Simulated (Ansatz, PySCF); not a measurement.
**Diamond, bulk modulus**

Reference value: 455 GPa (measured, 0 K value with the zero-point phonon effect removed; as tabulated in Mejia-Rodriguez and Trickey (2018), arXiv:1807.09216).

```
level (code)     value (GPa)  cell (Å³/atom)
---------------  -----------  --------------
LDA (Ansatz)             468            5.51
PBE (Ansatz)             ___            5.70
r²SCAN (Ansatz)          451            5.64
CCSD (PySCF)        465 ± 10            5.54
```

Task: Fill in the missing entries.

Result: 
- PBE (Ansatz, a program for electronic structure), value (GPa): 433

Errors against the reference: LDA +2.9 %, PBE -4.8 %, r²SCAN -0.9 %, CCSD +2.2 %.

Once the reference is moved by up to 1.7 % (a margin picked here for doubts on the reference and the settings) and values within 1.7 % count as equal, the nearest can be r²SCAN (-0.9 %), CCSD (+2.2 %) or LDA (+2.9 %). Within 10 %: LDA, PBE, r²SCAN, CCSD.

A ± on a computed value is a rough bar: the spread of its extrapolation, a floor set from checks against published values, or a statistical error. Each level is taken at its own relaxed cell. Cutoffs differ between the levels. Ansatz's density-functional and Hartree–Fock values are scalar-relativistic unless marked +SOC, with PAW data made under PBE.

Differences are worked out from the printed values.
